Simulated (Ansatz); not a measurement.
# PS2 (doublet): BHLYP, wB97M-V over a scan of the distance S1–P2, cc-pVDZ, part 2 of 2

Ansatz 0.2.0, Gaussian basis; cc-pVDZ, all electrons in the functionals.

## 14. wB97M-V, 1.681 Å

Contents of in.yaml:

```yaml
crystal:
  periodic: [false, false, false]
  atoms:
    - {symbol: S, position_ang: [0.000000, -0.188697, 1.610577]}
    - {symbol: P, position_ang: [0.000000, 0.486465, 0.071123]}
    - {symbol: S, position_ang: [0.000000, -0.281213, -1.679279]}
basis:
  gaussian: {orbitals: cc-pVDZ}
magnetization: {spin_polarized: true, initial_magnetization: 1}
hamiltonian: {xc: {name: wB97M-V}}
output: {orbitals: {seedname: orbitals}}
```

The run is started by

```
$ ansatz run in.yaml --threads 1 --pin off --events-out ev --progress --plain --max-ram 2393MiB
```

What it wrote (excerpt; [...] marks lines left out):

```text
Functional definition: wB97M-V
  name "wB97M-V"
  cite "Mardirossian & Head-Gordon, J. Chem. Phys. 144, 214110 (2016) doi:10.1063/1.4952647"
  cite "Becke, J. Chem. Phys. 107, 8554 (1997) doi:10.1063/1.475007"
  cite "Vydrov & Van Voorhis, J. Chem. Phys. 133, 244103 (2010) doi:10.1063/1.3521275"
  # Of w^i u^j: cxij and so on, Table III.
[...]
  gx(w, u) = 1 - cx + cx01*u + cx10*w
  gss(w, u) = css00 + css04*u^4 + css10*w + css20*w^2 + css43*w^4*u^3
  gos(w, u) = cos00 + cos10*w + (cos20 + cos21*u)*w^2 + (cos60 + cos61*u)*w^6
[...]
      + integral(e_c_pw_mod_opposite_spin*gos(b97_w_opposite, b97_u_opposite)) + vv10(b, c)
576 factors; integrals over basis functions are off by at most 1.0e-3 eV
152 factors; integrals over basis functions are off by at most 8.6e-6 eV
[...]
mean field -30956.33913708 eV, -1137.6244803273 hartree, gradient 4.8e-5 eV, S^2 0.754272; 0 other end points of the search recorded, 0 dependent functions left out
reference -30956.33916519 eV, -1137.6244813604 hartree; 24, 23 occupied and 30, 31 virtual orbitals, 576 factors
Total energy: -30956.33916519 eV, -1137.6244813604 hartree
```

It took 15 s on 1 thread of Arm Neoverse V1, shared host.

From the report: ⟨S²⟩ of the determinant 0.754 (pure doublet: 0.75).

## 15. wB97M-V, 1.911 Å

Contents of in.yaml:

```yaml
crystal:
  periodic: [false, false, false]
  atoms:
    - {symbol: S, position_ang: [0.000000, -0.250020, 1.750402]}
    - {symbol: P, position_ang: [0.000000, 0.517658, 0.000000]}
    - {symbol: S, position_ang: [0.000000, -0.250020, -1.750402]}
basis:
  gaussian: {orbitals: cc-pVDZ}
magnetization: {spin_polarized: true, initial_magnetization: 1}
hamiltonian: {xc: {name: wB97M-V}}
output: {forces: true, orbitals: {seedname: orbitals}}
```

Launched as before.

What it wrote (excerpt; [...] marks lines left out):

```text
Functional definition: wB97M-V
  name "wB97M-V"
  cite "Mardirossian & Head-Gordon, J. Chem. Phys. 144, 214110 (2016) doi:10.1063/1.4952647"
  cite "Becke, J. Chem. Phys. 107, 8554 (1997) doi:10.1063/1.475007"
  cite "Vydrov & Van Voorhis, J. Chem. Phys. 133, 244103 (2010) doi:10.1063/1.3521275"
  # Of w^i u^j: cxij and so on, Table III.
[...]
  gx(w, u) = 1 - cx + cx01*u + cx10*w
  gss(w, u) = css00 + css04*u^4 + css10*w + css20*w^2 + css43*w^4*u^3
  gos(w, u) = cos00 + cos10*w + (cos20 + cos21*u)*w^2 + (cos60 + cos61*u)*w^6
[...]
      + integral(e_c_pw_mod_opposite_spin*gos(b97_w_opposite, b97_u_opposite)) + vv10(b, c)
580 factors; integrals over basis functions are off by at most 7.7e-4 eV
154 factors; integrals over basis functions are off by at most 7.0e-6 eV
[...]
mean field -30957.75538290 eV, -1137.6765264014 hartree, gradient 3.2e-5 eV, S^2 0.755532; 2 other end points of the search recorded, 0 dependent functions left out
[...]
reference -30957.75541159 eV, -1137.6765274558 hartree; 24, 23 occupied and 30, 31 virtual orbitals, 580 factors
Total energy: -30957.75541159 eV, -1137.6765274558 hartree
Atom 0 at     0.000000    -0.250020     1.750402 Å, force     0.000000    -0.314241     0.578010 eV/Å
Atom 1 at     0.000000     0.517658     0.000000 Å, force     0.000000     0.628482     0.000000 eV/Å
Atom 2 at     0.000000    -0.250020    -1.750402 Å, force    -0.000000    -0.314241    -0.578010 eV/Å
Dipole moment:     0.000000     0.114036    -0.000000 e Å
```

It took 16 s on 1 thread of Arm Neoverse V1, shared host.

From the report: ⟨S²⟩ of the determinant 0.756 (pure doublet: 0.75).

## 16. wB97M-V, 2.066 Å

Contents of in.yaml:

```yaml
crystal:
  periodic: [false, false, false]
  atoms:
    - {symbol: S, position_ang: [0.000000, -0.291194, 1.844282]}
    - {symbol: P, position_ang: [0.000000, 0.538601, -0.047753]}
    - {symbol: S, position_ang: [0.000000, -0.229077, -1.798155]}
basis:
  gaussian: {orbitals: cc-pVDZ}
magnetization: {spin_polarized: true, initial_magnetization: 1}
hamiltonian: {xc: {name: wB97M-V}}
output: {forces: true, orbitals: {seedname: orbitals}}
```

Launched as before.

What it wrote (excerpt; [...] marks lines left out):

```text
Functional definition: wB97M-V
  name "wB97M-V"
  cite "Mardirossian & Head-Gordon, J. Chem. Phys. 144, 214110 (2016) doi:10.1063/1.4952647"
  cite "Becke, J. Chem. Phys. 107, 8554 (1997) doi:10.1063/1.475007"
  cite "Vydrov & Van Voorhis, J. Chem. Phys. 133, 244103 (2010) doi:10.1063/1.3521275"
  # Of w^i u^j: cxij and so on, Table III.
[...]
  gx(w, u) = 1 - cx + cx01*u + cx10*w
  gss(w, u) = css00 + css04*u^4 + css10*w + css20*w^2 + css43*w^4*u^3
  gos(w, u) = cos00 + cos10*w + (cos20 + cos21*u)*w^2 + (cos60 + cos61*u)*w^6
[...]
      + integral(e_c_pw_mod_opposite_spin*gos(b97_w_opposite, b97_u_opposite)) + vv10(b, c)
578 factors; integrals over basis functions are off by at most 9.9e-4 eV
153 factors; integrals over basis functions are off by at most 7.7e-6 eV
[...]
mean field -30957.57510736 eV, -1137.6699013974 hartree, gradient 1.3e-5 eV, S^2 0.758217; 3 other end points of the search recorded, 0 dependent functions left out
[...]
reference -30957.57513642 eV, -1137.6699024652 hartree; 24, 23 occupied and 30, 31 virtual orbitals, 578 factors
Total energy: -30957.57513642 eV, -1137.6699024652 hartree
Atom 0 at     0.000000    -0.291194     1.844282 Å, force     0.000000     0.847386    -2.317710 eV/Å
Atom 1 at     0.000000     0.538601    -0.047753 Å, force     0.000000    -0.608102     2.446551 eV/Å
Atom 2 at     0.000000    -0.229077    -1.798155 Å, force    -0.000000    -0.239285    -0.128841 eV/Å
Dipole moment:     0.000000     0.124852    -0.116576 e Å
```

Run time: 24 s. Hardware: 1 thread of Arm Neoverse V1, shared host.

From the report: ⟨S²⟩ of the determinant 0.758 (pure doublet: 0.75).

From 1.911 Å: +0.180 eV.

## 17. wB97M-V, 2.294 Å

Contents of in.yaml:

```yaml
crystal:
  periodic: [false, false, false]
  atoms:
    - {symbol: S, position_ang: [0.000000, -0.351893, 1.982685]}
    - {symbol: P, position_ang: [0.000000, 0.569476, -0.118152]}
    - {symbol: S, position_ang: [0.000000, -0.198202, -1.868554]}
basis:
  gaussian: {orbitals: cc-pVDZ}
magnetization: {spin_polarized: true, initial_magnetization: 1}
hamiltonian: {xc: {name: wB97M-V}}
output: {orbitals: {seedname: orbitals}}
```

The command is unchanged.

What it wrote (excerpt; [...] marks lines left out):

```text
Functional definition: wB97M-V
  name "wB97M-V"
  cite "Mardirossian & Head-Gordon, J. Chem. Phys. 144, 214110 (2016) doi:10.1063/1.4952647"
  cite "Becke, J. Chem. Phys. 107, 8554 (1997) doi:10.1063/1.475007"
  cite "Vydrov & Van Voorhis, J. Chem. Phys. 133, 244103 (2010) doi:10.1063/1.3521275"
  # Of w^i u^j: cxij and so on, Table III.
[...]
  gx(w, u) = 1 - cx + cx01*u + cx10*w
  gss(w, u) = css00 + css04*u^4 + css10*w + css20*w^2 + css43*w^4*u^3
  gos(w, u) = cos00 + cos10*w + (cos20 + cos21*u)*w^2 + (cos60 + cos61*u)*w^6
[...]
      + integral(e_c_pw_mod_opposite_spin*gos(b97_w_opposite, b97_u_opposite)) + vv10(b, c)
579 factors; integrals over basis functions are off by at most 9.2e-4 eV
153 factors; integrals over basis functions are off by at most 7.6e-6 eV
[...]
mean field -30956.91898913 eV, -1137.6457894970 hartree, gradient 2.2e-5 eV, S^2 0.758098; 5 other end points of the search recorded, 0 dependent functions left out
reference -30956.91901869 eV, -1137.6457905836 hartree; 24, 23 occupied and 30, 31 virtual orbitals, 579 factors
Total energy: -30956.91901869 eV, -1137.6457905836 hartree
```

It took 25 s on 1 thread of Arm Neoverse V1, shared host.

From the report: ⟨S²⟩ of the determinant 0.758 (pure doublet: 0.75).

From 1.911 Å: +0.836 eV.

## 18. wB97M-V, 2.632 Å

Contents of in.yaml:

```yaml
crystal:
  periodic: [false, false, false]
  atoms:
    - {symbol: S, position_ang: [0.000000, -0.441878, 2.187860]}
    - {symbol: P, position_ang: [0.000000, 0.615247, -0.222516]}
    - {symbol: S, position_ang: [0.000000, -0.152431, -1.972918]}
basis:
  gaussian: {orbitals: cc-pVDZ}
magnetization: {spin_polarized: true, initial_magnetization: 1}
hamiltonian: {xc: {name: wB97M-V}}
output: {orbitals: {seedname: orbitals}}
```

Launched as before.

What it wrote (excerpt; [...] marks lines left out):

```text
Functional definition: wB97M-V
  name "wB97M-V"
  cite "Mardirossian & Head-Gordon, J. Chem. Phys. 144, 214110 (2016) doi:10.1063/1.4952647"
  cite "Becke, J. Chem. Phys. 107, 8554 (1997) doi:10.1063/1.475007"
  cite "Vydrov & Van Voorhis, J. Chem. Phys. 133, 244103 (2010) doi:10.1063/1.3521275"
  # Of w^i u^j: cxij and so on, Table III.
[...]
  gx(w, u) = 1 - cx + cx01*u + cx10*w
  gss(w, u) = css00 + css04*u^4 + css10*w + css20*w^2 + css43*w^4*u^3
  gos(w, u) = cos00 + cos10*w + (cos20 + cos21*u)*w^2 + (cos60 + cos61*u)*w^6
[...]
      + integral(e_c_pw_mod_opposite_spin*gos(b97_w_opposite, b97_u_opposite)) + vv10(b, c)
580 factors; integrals over basis functions are off by at most 8.5e-4 eV
155 factors; integrals over basis functions are off by at most 8.4e-6 eV
[...]
mean field -30956.11481137 eV, -1137.6162365096 hartree, gradient 7.9e-6 eV, S^2 0.786051; 4 other end points of the search recorded, 0 dependent functions left out
reference -30956.11484189 eV, -1137.6162376311 hartree; 24, 23 occupied and 30, 31 virtual orbitals, 580 factors
Total energy: -30956.11484189 eV, -1137.6162376311 hartree
```

Run time: 26 s. Hardware: 1 thread of Arm Neoverse V1, shared host.

From the report: ⟨S²⟩ of the determinant 0.786 (pure doublet: 0.75).

From 1.911 Å: +1.641 eV.

## 19. wB97M-V, 3.112 Å

Contents of in.yaml:

```yaml
crystal:
  periodic: [false, false, false]
  atoms:
    - {symbol: S, position_ang: [0.000000, -0.569666, 2.479234]}
    - {symbol: P, position_ang: [0.000000, 0.680247, -0.370724]}
    - {symbol: S, position_ang: [0.000000, -0.087431, -2.121126]}
basis:
  gaussian: {orbitals: cc-pVDZ}
magnetization: {spin_polarized: true, initial_magnetization: 1}
hamiltonian: {xc: {name: wB97M-V}}
output: {forces: true, orbitals: {seedname: orbitals}}
```

The command is unchanged.

What it wrote (excerpt; [...] marks lines left out):

```text
Functional definition: wB97M-V
  name "wB97M-V"
  cite "Mardirossian & Head-Gordon, J. Chem. Phys. 144, 214110 (2016) doi:10.1063/1.4952647"
  cite "Becke, J. Chem. Phys. 107, 8554 (1997) doi:10.1063/1.475007"
  cite "Vydrov & Van Voorhis, J. Chem. Phys. 133, 244103 (2010) doi:10.1063/1.3521275"
  # Of w^i u^j: cxij and so on, Table III.
[...]
  gx(w, u) = 1 - cx + cx01*u + cx10*w
  gss(w, u) = css00 + css04*u^4 + css10*w + css20*w^2 + css43*w^4*u^3
  gos(w, u) = cos00 + cos10*w + (cos20 + cos21*u)*w^2 + (cos60 + cos61*u)*w^6
[...]
      + integral(e_c_pw_mod_opposite_spin*gos(b97_w_opposite, b97_u_opposite)) + vv10(b, c)
581 factors; integrals over basis functions are off by at most 8.8e-4 eV
155 factors; integrals over basis functions are off by at most 8.9e-6 eV
[...]
mean field -30955.32587635 eV, -1137.5872436822 hartree, gradient 5.8e-6 eV, S^2 1.337472; 6 other end points of the search recorded, 0 dependent functions left out
[...]
reference -30955.32590795 eV, -1137.5872448437 hartree; 24, 23 occupied and 30, 31 virtual orbitals, 581 factors
Total energy: -30955.32590795 eV, -1137.5872448437 hartree
Atom 0 at     0.000000    -0.569666     2.479234 Å, force     0.000000     0.220729    -0.962821 eV/Å
Atom 1 at     0.000000     0.680247    -0.370724 Å, force     0.000000    -0.208311     0.242936 eV/Å
Atom 2 at     0.000000    -0.087431    -2.121126 Å, force    -0.000000    -0.012418     0.719885 eV/Å
Dipole moment:    -0.000000     0.223748    -0.395722 e Å
```

Run time: 46 s. Hardware: 1 thread of Arm Neoverse V1, shared host.

From the report: ⟨S²⟩ of the determinant 1.337 (pure doublet: 0.75). The determinant is far from a pure spin state, so its energy mixes those of several spin states (harmless only where they are near-degenerate, as at dissociation).

From 1.911 Å: +2.430 eV.

## 20. wB97M-V, 3.474 Å

Contents of in.yaml:

```yaml
crystal:
  periodic: [false, false, false]
  atoms:
    - {symbol: S, position_ang: [0.000000, -0.666040, 2.698978]}
    - {symbol: P, position_ang: [0.000000, 0.729268, -0.482498]}
    - {symbol: S, position_ang: [0.000000, -0.038410, -2.232900]}
basis:
  gaussian: {orbitals: cc-pVDZ}
magnetization: {spin_polarized: true, initial_magnetization: 1}
hamiltonian: {xc: {name: wB97M-V}}
output: {forces: true, orbitals: {seedname: orbitals}}
```

The command is unchanged.

What it wrote (excerpt; [...] marks lines left out):

```text
Functional definition: wB97M-V
  name "wB97M-V"
  cite "Mardirossian & Head-Gordon, J. Chem. Phys. 144, 214110 (2016) doi:10.1063/1.4952647"
  cite "Becke, J. Chem. Phys. 107, 8554 (1997) doi:10.1063/1.475007"
  cite "Vydrov & Van Voorhis, J. Chem. Phys. 133, 244103 (2010) doi:10.1063/1.3521275"
  # Of w^i u^j: cxij and so on, Table III.
[...]
  gx(w, u) = 1 - cx + cx01*u + cx10*w
  gss(w, u) = css00 + css04*u^4 + css10*w + css20*w^2 + css43*w^4*u^3
  gos(w, u) = cos00 + cos10*w + (cos20 + cos21*u)*w^2 + (cos60 + cos61*u)*w^6
[...]
      + integral(e_c_pw_mod_opposite_spin*gos(b97_w_opposite, b97_u_opposite)) + vv10(b, c)
582 factors; integrals over basis functions are off by at most 8.8e-4 eV
155 factors; integrals over basis functions are off by at most 8.5e-6 eV
[...]
mean field -30955.07495532 eV, -1137.5780225048 hartree, gradient 2.3e-9 eV, S^2 1.577652; 8 other end points of the search recorded, 0 dependent functions left out
[...]
reference -30955.07498774 eV, -1137.5780236961 hartree; 24, 23 occupied and 30, 31 virtual orbitals, 582 factors
Total energy: -30955.07498774 eV, -1137.5780236961 hartree
Atom 0 at     0.000000    -0.666040     2.698978 Å, force     0.000000     0.123449    -0.477139 eV/Å
Atom 1 at     0.000000     0.729268    -0.482498 Å, force     0.000000    -0.173529     0.007328 eV/Å
Atom 2 at     0.000000    -0.038410    -2.232900 Å, force    -0.000000     0.050079     0.469811 eV/Å
Dipole moment:     0.000000     0.167395    -0.188400 e Å
```

Run time: 1.9 min. Hardware: 1 thread of Arm Neoverse V1, shared host.

From the report: ⟨S²⟩ of the determinant 1.578 (pure doublet: 0.75). The determinant is far from a pure spin state, so its energy mixes those of several spin states (harmless only where they are near-degenerate, as at dissociation).

From 1.911 Å: +2.680 eV.

## 21. wB97M-V, 4.117 Å

Contents of in.yaml:

```yaml
crystal:
  periodic: [false, false, false]
  atoms:
    - {symbol: S, position_ang: [0.000000, -0.837223, 3.089297]}
    - {symbol: P, position_ang: [0.000000, 0.816341, -0.681036]}
    - {symbol: S, position_ang: [0.000000, 0.048663, -2.431438]}
basis:
  gaussian: {orbitals: cc-pVDZ}
magnetization: {spin_polarized: true, initial_magnetization: 1}
hamiltonian: {xc: {name: wB97M-V}}
output: {forces: true, orbitals: {seedname: orbitals}}
```

Same command.

What it wrote (excerpt; [...] marks lines left out):

```text
Functional definition: wB97M-V
  name "wB97M-V"
  cite "Mardirossian & Head-Gordon, J. Chem. Phys. 144, 214110 (2016) doi:10.1063/1.4952647"
  cite "Becke, J. Chem. Phys. 107, 8554 (1997) doi:10.1063/1.475007"
  cite "Vydrov & Van Voorhis, J. Chem. Phys. 133, 244103 (2010) doi:10.1063/1.3521275"
  # Of w^i u^j: cxij and so on, Table III.
[...]
  gx(w, u) = 1 - cx + cx01*u + cx10*w
  gss(w, u) = css00 + css04*u^4 + css10*w + css20*w^2 + css43*w^4*u^3
  gos(w, u) = cos00 + cos10*w + (cos20 + cos21*u)*w^2 + (cos60 + cos61*u)*w^6
[...]
      + integral(e_c_pw_mod_opposite_spin*gos(b97_w_opposite, b97_u_opposite)) + vv10(b, c)
581 factors; integrals over basis functions are off by at most 8.9e-4 eV
155 factors; integrals over basis functions are off by at most 8.9e-6 eV
[...]
mean field -30954.88754105 eV, -1137.5711351573 hartree, gradient 1.4e-10 eV, S^2 1.721241; 7 other end points of the search recorded, 0 dependent functions left out
[...]
reference -30954.88757504 eV, -1137.5711364064 hartree; 24, 23 occupied and 30, 31 virtual orbitals, 581 factors
Total energy: -30954.88757504 eV, -1137.5711364064 hartree
Atom 0 at     0.000000    -0.837223     3.089297 Å, force     0.000000     0.045681    -0.148347 eV/Å
Atom 1 at     0.000000     0.816341    -0.681036 Å, force     0.000000    -0.100140    -0.071008 eV/Å
Atom 2 at     0.000000     0.048663    -2.431438 Å, force    -0.000000     0.054459     0.219355 eV/Å
Dipole moment:    -0.000000     0.094663     0.060541 e Å
```

Wall time 2.1 min (1 thread of Arm Neoverse V1, shared host).

From the report: ⟨S²⟩ of the determinant 1.721 (pure doublet: 0.75). The determinant is far from a pure spin state, so its energy mixes those of several spin states (harmless only where they are near-degenerate, as at dissociation).

From 1.911 Å: +2.868 eV.

## 22. wB97M-V, 6.428 Å

Contents of in.yaml:

```yaml
crystal:
  periodic: [false, false, false]
  atoms:
    - {symbol: S, position_ang: [0.000000, -1.452471, 4.492139]}
    - {symbol: P, position_ang: [0.000000, 1.129290, -1.394599]}
    - {symbol: S, position_ang: [0.000000, 0.361612, -3.145001]}
basis:
  gaussian: {orbitals: cc-pVDZ}
magnetization: {spin_polarized: true, initial_magnetization: 1}
hamiltonian: {xc: {name: wB97M-V}}
output: {orbitals: {seedname: orbitals}}
```

The command is unchanged.

What it wrote (excerpt; [...] marks lines left out):

```text
Functional definition: wB97M-V
  name "wB97M-V"
  cite "Mardirossian & Head-Gordon, J. Chem. Phys. 144, 214110 (2016) doi:10.1063/1.4952647"
  cite "Becke, J. Chem. Phys. 107, 8554 (1997) doi:10.1063/1.475007"
  cite "Vydrov & Van Voorhis, J. Chem. Phys. 133, 244103 (2010) doi:10.1063/1.3521275"
  # Of w^i u^j: cxij and so on, Table III.
[...]
  gx(w, u) = 1 - cx + cx01*u + cx10*w
  gss(w, u) = css00 + css04*u^4 + css10*w + css20*w^2 + css43*w^4*u^3
  gos(w, u) = cos00 + cos10*w + (cos20 + cos21*u)*w^2 + (cos60 + cos61*u)*w^6
[...]
      + integral(e_c_pw_mod_opposite_spin*gos(b97_w_opposite, b97_u_opposite)) + vv10(b, c)
578 factors; integrals over basis functions are off by at most 8.9e-4 eV
155 factors; integrals over basis functions are off by at most 1.1e-5 eV
[...]
mean field -30954.81256504 eV, -1137.5683798398 hartree, gradient 3.5e-6 eV, S^2 1.754457; 8 other end points of the search recorded, 0 dependent functions left out
reference -30954.81260487 eV, -1137.5683813036 hartree; 24, 23 occupied and 30, 31 virtual orbitals, 578 factors
Total energy: -30954.81260487 eV, -1137.5683813036 hartree
```

Wall time 2.7 min (1 thread of Arm Neoverse V1, shared host).

From the report: ⟨S²⟩ of the determinant 1.754 (pure doublet: 0.75). The determinant is far from a pure spin state, so its energy mixes those of several spin states (harmless only where they are near-degenerate, as at dissociation).

From 1.911 Å: +2.943 eV.

## 23. Against the wave-function levels

The yardstick is UCCSDT(Q), where the cluster series has nearly closed. It comes from earlier runs at the same points. Energies in eV, counted from 1.911 Å; blanks weren't run or aren't comparable.

```tsv
level	1.528 Å	1.681 Å	1.911 Å	2.066 Å	2.294 Å	2.632 Å	3.112 Å	3.474 Å	4.117 Å	5.270 Å	6.428 Å
UCCSDT(Q)	5.413	1.666	0.000								
BHLYP	4.872	1.375	0.000	0.189	0.801	1.542	2.147	2.333	2.471	2.510	2.515
wB97M-V	4.946	1.416	0.000	0.180	0.836	1.641	2.430	2.680	2.868		2.943
```

Largest miss and mean time a point (UCCSDT(Q) took 2.6 min a point; shared hosts):

```tsv
level	largest miss (eV)	where	time a point
BHLYP	-0.541	1.528 Å	13 s
wB97M-V	-0.467	1.528 Å	56 s
```

## 24. Results

The summary covers parts 1 to 2.

| quantity | value |
| --- | --- |
| span of the UCCSDT(Q) curve (points where it is known) | 5.413 eV |
| largest miss, BHLYP | -0.541 eV (1.528 Å) |
| largest miss, wB97M-V | -0.467 eV (1.528 Å) |

**Reading.** Misses are known at 2 of 10 points at best, and only functionals with that many are ranked. Of the functionals, wB97M-V keep the smallest largest miss at the points compared (at most 0.467 eV) and BHLYP strays most (0.541 eV, at 1.528 Å). BHLYP, wB97M-V clearly break the spin symmetry at some points (⟨S²⟩ up to 1.01 above the pure value), so energy there is bought with a mixed spin. Functionals and the yardstick converge differently with the basis, so part of each miss in cc-pVDZ is the basis.
